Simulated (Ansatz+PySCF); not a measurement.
Results of a calculation; reference values are marked as such.
## Ansatz (development build ahead of 0.2.0) run

```yaml
crystal:
  periodic: [false, false, false]
  atoms:
    - { symbol: "N", position_ang: [0.0, 0.0, -0.55479] }
    - { symbol: "N", position_ang: [0.0, 0.0, 0.55479] }
basis:
  gaussian: { orbitals: def2-SVP }
total_charge: 1
magnetization:
  spin_polarized: true
  initial_magnetization: 1
hamiltonian:
  xc: hf
scf:
  omitted_lower_state_checks: [stability, starts, atomic_configurations, cluster_reference, orbital_swaps, given_window_search, neighbouring_geometries, increment]
```

The input is written out in the form of the current development build from the run's settings.

The run gave:

| Quantity | Value |
| --- | --- |
| Converged | yes |
| Total energy | -108.26948 hartree |
| Spin squared of the determinant | 0.767 |
| Occupied orbitals by symmetry in an Abelian subgroup (alpha; beta) | 3 Ag 2 B1u 1 B2u 1 B3u; 2 Ag 2 B1u 1 B2u 1 B3u |

This is not the lowest solution: another run reaches a determinant 0.68 eV lower.
